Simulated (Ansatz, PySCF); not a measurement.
Species: water, H$_{2}$O, net charge 0, singlet state. 
Coordinates optimised at B3LYP-D3(BJ)/def2-TZVP (Ansatz, a first-principles code):
SMILES: O
```xyz
3

O      0.0070     0.0013     0.1167
H     -0.0500     0.7593    -0.4742
H     -0.0062    -0.7700    -0.4592
```
Charge 0, spin multiplicity 1.

Wanted: atomisation energy (electronic, to ground-state atoms), in kJ/mol. Correlated levels leave the core frozen unless marked. UHF or UKS for open shells. Spin-orbit coupling is left out. Non-relativistic unless marked X2C. FCI takes restricted orbitals. The coupled-cluster limit lacks core correlation, which all-electron functionals hold. CBS marks a two-point X^-3 extrapolation of the correlation energy; Hartree-Fock from the larger set (for Q and 5 zeta extrapolated as (X+1)exp(-9√X)). The bracket is a focal-point correction in the basis named.

```csv
level,program,atomisation energy (kJ/mol),minus last row,rough core time
HF/def2-QZVPP,Ansatz,650.5,-323.6,-
"HF/CBS(cc-pVQZ,cc-pV5Z)",Ansatz,651.1,-323.0,-
BLYP-D4/def2-TZVPD,Ansatz + dftd4,968.7,-5.4,under 20 s
revPBE-D3(BJ)/def2-TZVPD,Ansatz + dftd3,950.2,-23.9,under 20 s
B97M-V/def2-TZVPD,Ansatz,953.4,-20.7,under 20 s
r2SCAN0-D4/def2-TZVPD,Ansatz + dftd4,931.2,-42.9,under 20 s
PW6B95-D4/def2-TZVPD,PySCF + dftd4,955.6,-18.5,-
B2GP-PLYP/def2-TZVPD,Ansatz,945.0,-29.1,under 20 s
RPA@PBE/cc-pVQZ,Ansatz,925.0,-49.1,under 20 s
RI-MP2/cc-pVQZ,Ansatz,978.6,4.5,under 20 s
"RI-MP2/CBS(def2-TZVPPD,def2-QZVPPD)",Ansatz,994.0,19.9,under 20 s
SCS-MP2/def2-TZVPP,Ansatz,960.2,-13.9,-
CCSD/cc-pVTZ,Ansatz,928.8,-45.3,-
"CCSD/CBS(cc-pVQZ,cc-pV5Z)",Ansatz,958.8,-15.3,-
CCSD(T)/aug-cc-pVTZ,Ansatz,954.9,-19.2,under 20 s
CCSD(T)/def2-TZVPP,Ansatz,946.8,-27.3,under 20 s
CCSD(T)/def2-QZVPPD,Ansatz,965.8,-8.3,under 20 s
X2C-CCSD(T)/cc-pVTZ-DK,Ansatz,940.2,-33.9,under 20 s
FCI/6-31G,Ansatz,749.6,-224.5,under 20 s
"RI-MP2/CBS(def2-TZVPP,def2-QZVPP)+[CCSD(T)-MP2]/def2-SVP",Ansatz,985.3,11.2,under 20 s
"CCSD(T)/CBS(cc-pVQZ,cc-pV5Z)",Ansatz,974.1,0.0,60 s
```

Core times are rough, on shared machines, summed over the molecules involved; a dash marks a level read off another run, or run on other hardware, by another program or under a memory cap.
